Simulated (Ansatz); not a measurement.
We consider hcp Ti, described by LDA in Ansatz (PAW).

Numerical settings: plane-wave cutoff 500 eV, 30×30×16 k mesh (along the axes of the cell as run), Fermi–Dirac smearing 0.1 eV, no spin polarisation, scalar-relativistic PAW data made under PBE.

Computed at the level's own relaxed cell.

### Question
Predict the equilibrium volume per atom, equilibrium lattice constant a and lattice parameter c.

### Answer

equilibrium volume per atom: 16.12 Å³/atom
equilibrium lattice constant a: 2.864 Å
lattice parameter c: 4.538 Å

Measured, for comparison: lattice constant a 2.950 Å, lattice parameter c 4.683 Å (293 K, not corrected to a static lattice; as tabulated in Wikipedia's data pages). Computed (rounded) less measured: lattice constant a -2.9 %, lattice parameter c -3.1 %.

The computed numbers hold no vibrational or temperature effects.

The result took around 4 core-minutes (rough).

Ansatz is a first-principles code.
